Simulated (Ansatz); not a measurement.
The input, for Ansatz 0.2.0:

```yaml
crystal:
  periodic: [false, false, false]
  atoms:
    - {symbol: P, position_ang: [0.000000, 0.141431, 4.876146]}
    - {symbol: Na, position_ang: [0.000000, -0.045942, -7.234393]}
    - {symbol: H, position_ang: [0.000000, 1.153403, 9.452157]}
    - {symbol: H, position_ang: [0.000000, -4.451612, 5.711868]}
basis:
  gaussian: {orbitals: STO-3G}
magnetization: {spin_polarized: true, initial_magnetization: 2}
correlation: {method: ccsd_t, electrons: all}
scf: {lower_state_search: full}
```

```sh
$ ansatz run in.yaml --threads 1 --pin off --events-out ev --progress --plain --max-ram 2393MiB
```

(1) One thing in this input was set wrong on purpose, beside settings that are merely unusual. What is the gravest fault, and what does the program do?

Results:

(1) Coordinates in the wrong unit (values in bohr typed as Å, so distances are 1.89 times too long). How the run ends: converged.
```
189 factors; integrals over basis functions are off by at most 4.6e-5 eV
mean field evaluation 1: about -13521.1693 eV, gradient 8.1e0 eV
mean field evaluation 2: about -13521.1693 eV, gradient 8.1e0 eV
mean field evaluation 4: about -13521.3392 eV, gradient 4.5e0 eV
mean field evaluation 8: about -13512.8666 eV, gradient 3.0e0 eV
mean field evaluation 16: about -13532.7078 eV, gradient 1.1e-2 eV
mean field evaluation 32: about -13536.8581 eV, gradient 1.4e-6 eV
mean field evaluation 64: about -13536.8581 eV, gradient 1.9e-7 eV
mean field evaluation 96: about -13535.2262 eV, gradient 6.2e-2 eV
mean field evaluation 128: about -13535.2262 eV, gradient 8.0e-5 eV
mean field evaluation 160: about -13497.5657 eV, gradient 1.0e1 eV
mean field evaluation 192: about -13510.0045 eV, gradient 1.4e1 eV
mean field evaluation 224: about -13535.2262 eV, gradient 6.9e-5 eV
mean field evaluation 256: about -13535.2262 eV, gradient 5.1e-5 eV
mean field evaluation 288: about -13535.2261 eV, gradient 9.2e-5 eV
mean field evaluation 320: about -13535.2262 eV, gradient 6.0e-5 eV
mean field evaluation 352: about -13535.2262 eV, gradient 5.6e-2 eV
mean field evaluation 384: about -13535.2261 eV, gradient 1.1e-1 eV
mean field evaluation 416: about -13535.2262 eV, gradient 9.0e-4 eV
mean field evaluation 448: about -13535.2261 eV, gradient 3.5e-3 eV
mean field evaluation 480: about -13533.5951 eV, gradient 2.8e-4 eV
mean field evaluation 512: about -13533.5952 eV, gradient 1.7e-3 eV
mean field evaluation 544: about -13533.5952 eV, gradient 8.2e-5 eV
mean field evaluation 576: about -13533.5951 eV, gradient 8.2e-2 eV
mean field evaluation 608: about -13535.2262 eV, gradient 5.6e-4 eV
mean field evaluation 640: about -13535.2262 eV, gradient 2.8e-2 eV
mean field evaluation 672: about -13535.2248 eV, gradient 3.9e-1 eV
mean field evaluation 704: about -13533.5951 eV, gradient 8.9e-2 eV
mean field evaluation 736: about -13533.5951 eV, gradient 7.0e-4 eV
mean field evaluation 768: about -13533.5952 eV, gradient 4.2e-4 eV
mean field -13536.85813112 eV, -497.4703607066 hartree, gradient 5.9e-6 eV, S^2 4.000328; 48 other end points of the search recorded, 0 dependent functions left out
determinant -13536.85813112 eV, -497.4703607066 hartree, with singles and doubles -13537.99574566 eV, -497.5121672700 hartree
determinant -13536.85806832 eV, -497.4703583986 hartree, with singles and doubles -13537.99568115 eV, -497.5121648990 hartree
determinant -13535.22627208 eV, -497.4103909932 hartree, with singles and doubles -13536.14417555 eV, -497.4441233235 hartree
determinant -13535.22625477 eV, -497.4103903571 hartree, with singles and doubles -13536.14414512 eV, -497.4441222050 hartree
determinant -13535.22620219 eV, -497.4103884245 hartree, with singles and doubles -13536.14408024 eV, -497.4441198209 hartree
determinant -13535.22619214 eV, -497.4103880553 hartree, with singles and doubles -13536.14403903 eV, -497.4441183063 hartree
determinant -13535.22613049 eV, -497.4103857898 hartree, with singles and doubles -13536.14396251 eV, -497.4441154944 hartree
determinant -13535.22611912 eV, -497.4103853717 hartree, with singles and doubles -13536.14394388 eV, -497.4441148098 hartree
determinant -13533.59520596 eV, -497.3504504189 hartree, with singles and doubles -13536.08424592 eV, -497.4419209500 hartree
determinant -13533.59520305 eV, -497.3504503118 hartree, with singles and doubles -13536.08435538 eV, -497.4419249727 hartree
determinant -13533.59520205 eV, -497.3504502750 hartree, with singles and doubles -13536.08443715 eV, -497.4419279778 hartree
determinant -13533.59519781 eV, -497.3504501191 hartree, with singles and doubles -13536.08448152 eV, -497.4419296084 hartree
determinant -13533.59518151 eV, -497.3504495200 hartree, with singles and doubles -13536.08441277 eV, -497.4419270817 hartree
determinant -13533.59518025 eV, -497.3504494739 hartree, with singles and doubles -13536.08442432 eV, -497.4419275063 hartree
determinant -13533.59516928 eV, -497.3504490708 hartree, with singles and doubles -13536.08417965 eV, -497.4419185148 hartree
determinant -13533.59516885 eV, -497.3504490551 hartree, with singles and doubles -13536.08421809 eV, -497.4419199272 hartree
determinant -13533.59514155 eV, -497.3504480516 hartree, with singles and doubles -13536.08431010 eV, -497.4419233088 hartree
determinant -13533.59513646 eV, -497.3504478647 hartree, with singles and doubles -13536.08422306 eV, -497.4419201099 hartree
determinant -13533.59513557 eV, -497.3504478321 hartree, with singles and doubles -13536.08443538 eV, -497.4419279125 hartree
determinant -13533.59513190 eV, -497.3504476970 hartree, with singles and doubles -13536.08441078 eV, -497.4419270086 hartree
determinant -13536.85813112 eV, -497.4703607066 hartree, with singles and doubles -13537.99574651 eV, -497.5121673010 hartree
determinant -13536.85806832 eV, -497.4703583986 hartree, with singles and doubles -13537.99568205 eV, -497.5121649323 hartree
reference -13536.85813112 eV, -497.4703607066 hartree; 15, 13 occupied and 5, 7 virtual orbitals, 189 factors
second order -1.10072654 eV of doubles, -0.00000000 eV of singles
cycle   1  -1.13761442 eV  change    9.7e-7 eV  update   2.0e-6
perturbative correction -0.04864319 eV, -0.0017876042 hartree
Total energy: -13538.04438872 eV, -497.5139548695 hartree
```
